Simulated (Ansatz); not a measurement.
Geometry optimisation, RKS r2SCAN-D4/def2-SVP (Ansatz 0.2.0).

Input:

```yaml
crystal:
  periodic: [false, false, false]
  atoms:
    - { symbol: Si, position_ang: [0.0, 0.0, 0.0] }
    - { symbol: O, position_ang: [0.0, 0.0, 2.03] }
    - { symbol: H, position_ang: [-0.9095, -0.2814, 2.3671] }
    - { symbol: H, position_ang: [1.3768, 0.0, -0.4862] }
    - { symbol: H, position_ang: [-0.6877, 1.1914, -0.4862] }
    - { symbol: H, position_ang: [-0.6877, -1.1914, -0.4862] }
    - { symbol: S, position_ang: [1.2839, -1.9497, 0.7757] }
    - { symbol: H, position_ang: [0.4989, -3.103, 0.6585] }
    - { symbol: H, position_ang: [0.673, -1.022, 1.8816] }
basis:
  gaussian: { orbitals: def2-SVP }
hamiltonian:
  xc: r2scan
  dispersion: d4
relax:
  f_tol: 0.15
  max_steps: 25
  restrain:
    - { distance: [0, 6], at: 2.16, k: 30.0 }
    - { distance: [8, 1], at: 1.01, k: 30.0 }
    - { distance: [0, 1], at: 2.88, k: 30.0 }
    - { distance: [8, 6], at: 2.6, k: 30.0 }
```

Command:

```bash
$ ansatz run input.yaml --threads 2 --pin off --max-ram 3072MiB --backend cpu --events-out ev --progress --plain --runs-dir out
```

Task: Where does it end, and by what steps?

Result: The run converged. The restraints hold the end off the free minimum. After 14 steps the energy has fallen by 2.146 eV (the restraints' own energy left out); H4 moved furthest, 1.29 Å. Parted: Si1–O2 (2.03 → 2.89 Å).

| step | energy less start (eV) | largest force component (eV/Å) | accepted |
| --- | --- | --- | --- |
| 0 | 0.0000 | 3.124 | yes |
| 1 | 0.1406 | 1.757 | yes |
| 2 | 0.2695 | 2.069 | yes |
| 3 | -0.0380 | 1.358 | yes |
| 4 | -0.7170 | 0.987 | yes |
| 5 | -1.2018 | 0.934 | yes |
| 6 | -1.5879 | 0.872 | yes |
| 7 | -1.8077 | 0.800 | yes |
| 8 | -1.8344 | 0.874 | yes |
| 9 | -1.8432 | 1.404 | yes |
| 10 | -1.8508 | 2.066 | yes |
| 11 | -1.9650 | 1.030 | yes |
| 12 | -2.0420 | 1.403 | yes |
| 13 | -2.1225 | 0.991 | yes |
| 14 | -2.1464 | 0.800 | yes |

```xyz
9
Properties=species:S:1:pos:R:3
Si 0.415 -0.360 -0.526
O -0.669 -0.497 2.150
H -1.121 -0.677 2.985
H 1.214 -0.112 -1.762
H 0.314 0.923 0.214
H -0.928 -0.872 -0.910
S 1.553 -1.892 0.494
H 0.482 -2.258 1.242
H 0.287 -0.611 2.368
```

The run took 38 s on 2 threads of Arm Neoverse V1, on a shared host, peak memory 0.16 GiB.
